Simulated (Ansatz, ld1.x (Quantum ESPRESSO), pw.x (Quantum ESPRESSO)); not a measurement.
pw.x on sc B: one setting changed

Potential: norm-conserving RRKJ (Kleinman–Bylander form), ld1.x (Quantum ESPRESSO) 7.5, LDA (PW92); core [He], reference 2s2 2p1; waves: 2p (bound): rc 2.00 bohr; 3d channel at 0.4 Ry: rc 1.85 bohr; 2s (bound): rc 1.25 bohr; local part: the s channel; core correction: none; rho0 0.02.

The reference run (k-mesh 17³, cutoffs 70/280 Ry, Fermi–Dirac 0.01 Ry, mixing_beta 0.4, conv_thr 1e-9, no spin) gives -4.65 GPa at 6.519 Å³/atom, where all-electron LAPW gives -1.14 GPa. This run, with its own iteration cap, changes mixing_ndim to 2.

```
&control
  calculation='scf', prefix='x', pseudo_dir='./', outdir='./tmp', tstress=.true., disk_io='none'
/
&system
  ibrav=0, nat=1, ntyp=1, ecutwfc=70, ecutrho=280, nbnd=8,
  occupations='smearing', smearing='fd', degauss=0.01
/
&electrons
  conv_thr=1e-09, mixing_beta=0.4, electron_maxstep=60, mixing_ndim=2
/
ATOMIC_SPECIES
B 1.0 B.UPF
CELL_PARAMETERS angstrom
  1.86807221 0.00000000 0.00000000
  0.00000000 1.86807221 0.00000000
  0.00000000 0.00000000 1.86807221
ATOMIC_POSITIONS crystal
B 0.0000 0.0000 0.0000
K_POINTS automatic
17 17 17 0 0 0
```

```bash
pw.x < B.scf.in > B.scf.out
```

How does the run end?

It converges in 5 iterations; the free energy moves by +0.0 meV/atom and the pressure by +0.00 GPa. The result is that of the reference run.

```
Message from routine setup:
     using ibrav=0 with symmetry is DISCOURAGED, use correct ibrav instead
     lattice parameter (alat)  =       3.5301  a.u.
     unit-cell volume          =      43.9924 (a.u.)^3
     number of electrons       =         3.00
     number of Kohn-Sham states=            8
     kinetic-energy cutoff     =      70.0000  Ry
     charge density cutoff     =     280.0000  Ry
     scf convergence threshold =      1.0E-09
     Exchange-correlation= PW
     number of k points=   165  Fermi-Dirac smearing, width (Ry)=  0.0100
     iteration #  1     ecut=    70.00 Ry     beta= 0.40
     total energy              =      -5.62339880 Ry
     estimated scf accuracy    <       0.00371864 Ry
     iteration #  2     ecut=    70.00 Ry     beta= 0.40
     total energy              =      -5.62318745 Ry
     estimated scf accuracy    <       0.00118284 Ry
     iteration #  3     ecut=    70.00 Ry     beta= 0.40
     total energy              =      -5.62322526 Ry
     estimated scf accuracy    <       0.00000340 Ry
     iteration #  4     ecut=    70.00 Ry     beta= 0.40
     total energy              =      -5.62322554 Ry
     estimated scf accuracy    <       0.00000002 Ry
     iteration #  5     ecut=    70.00 Ry     beta= 0.40
     the Fermi energy is    10.4988 ev
!    total energy              =      -5.62322554 Ry
     estimated scf accuracy    <          4.3E-10 Ry
     smearing contrib. (-TS)   =      -0.00136876 Ry
     The total energy is F=E-TS. E is the sum of the following terms:
     one-electron contribution =       3.69720884 Ry
     hartree contribution      =       0.07329675 Ry
     xc contribution           =      -2.15875629 Ry
     ewald contribution        =      -7.23360608 Ry
     convergence has been achieved in   5 iterations
          total   stress  (Ry/bohr**3)                   (kbar)     P=      -46.55
     Message from routine punch:
     Nothing written, as per user request (disk_io='none')
```

The run took about 2.8 s on one core of a shared host (Neoverse-V1, 32 threads, 247 GiB, load 20).
